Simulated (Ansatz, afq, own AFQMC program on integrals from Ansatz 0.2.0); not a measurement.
Integrals from Ansatz 0.2.0, then the random walk in our own AFQMC program (afq).

```yaml
crystal:
  periodic: [false, false, false]
  atoms:
    - {symbol: F, position_ang: [0.000000, 0.000000, 0.000000]}
    - {symbol: P, position_ang: [0.000000, 0.000000, 1.417000]}
basis:
  gaussian: {orbitals: cc-pVDZ}
magnetization: {spin_polarized: false, initial_magnetization: 2}
correlation: {method: ccsd_t, electrons: outside_noble_gas, hamiltonian_folder: ham}
```

```sh
$ ansatz run in.yaml --threads 1 --pin off --events-out ev --progress --plain --max-ram 1382MiB
```

Options of the walk:

```
--method phaseless --trial cisd --walkers 60 --populations 1 --least-time 40 --time-step 0.005 --steps-per-block 50 --equilibration-blocks 28 --max-blocks 300 --target-error 0.00042 --factor-cut 1e-05 --start spin_pure --seed 6686 --release-times 0.24,0.51,0.99,1.62,2.4 --release-step 0.03 --release-every 4 --taylor-order 6
```

Times are imaginary, in 1/Eh. The walk had a cap of 514 s.

Output of the walk:

```
orbitals 26  electrons 7 5  factors 183 of 321
reference energy -440.11836137 Eh
CCSD correlation -0.27962176 Eh in 11 cycles, weight of the determinant in the CISD state 0.9123
energy of the start -440.397983 Eh
 block  time / (1/Eh)  mean weight  energy / Eh
     1     0.250  0.9982  -440.395513
     2     0.500  1.0008  -440.396850
     3     0.750  0.9986  -440.397965
     4     1.000  1.0023  -440.397732
     5     1.250  0.9989  -440.401222
     8     2.000  0.9998  -440.398684
    11     2.750  1.0006  -440.404275
    26     6.500  0.9994  -440.403066
    41    10.250  0.9995  -440.410067
    56    14.000  1.0007  -440.406458
    71    17.750  1.0026  -440.409678
    86    21.500  0.9984  -440.407620
   101    25.250  0.9974  -440.400142
   116    29.000  0.9980  -440.406242
   131    32.750  0.9968  -440.404173
   146    36.500  1.0006  -440.397679
   161    40.250  0.9986  -440.401710
   166    41.500  0.9997  -440.410438
   176    44.000  1.0007  -440.405206
   191    47.750  0.9948  -440.397096
   206    51.500  1.0014  -440.400166
blocks merged  error / Eh  count
     1  0.000295  180
     2  0.000329  90
     4  0.000351  45
     8  0.000401  22
    16  0.000471  11
released: time / (1/Eh)  energy / Eh  error  mean overlap
  0.24  -440.402980  0.000485  1.0095
  0.51  -440.402760  0.000395  1.0265
  0.99  -440.404100  0.000504  1.0064
  1.62  -440.403225  0.000524  1.0127
  2.40  -440.404140  0.000661  0.9818
energy -440.403138 +/- 0.000401 Eh
(rows thinned)
```

The run passed its tests (sampling time, drift between the halves within three errors, error under three times the target), which doesn't prove that it has relaxed. The second half of the sampling lies above the first by 2.1 errors of their difference, so the energy may still be moving and its error bar be too small.

Against this walk (error 10.9 meV) on the same determinant: CCSD(T) 11.2 meV higher (within the noise), CCSDT(Q) 11.3 meV lower (within the noise). The error is statistical and leaves out the bias of the constraint. Released to 2.40 1/Eh the energy moves by -27 ± 21 meV (both errors), within twice the noise.

Cautions: constraint bias not in the error; lower spins were not checked.

The walk took 110 s on 1 thread of Intel(R) Xeon(R) 6975P-C (Granite Rapids), with other jobs on the host. The log's last line is the phaseless energy.

CCSDT and higher add their correlation energy to the determinant of the CCSD(T) run, since their own runs factorise the integrals more tightly (a shift of under 2 meV). A walk keeps the symmetry of its determinant, which the program's search chose and which needn't be the lowest solution, so a lower state of the same spin and another symmetry isn't excluded.
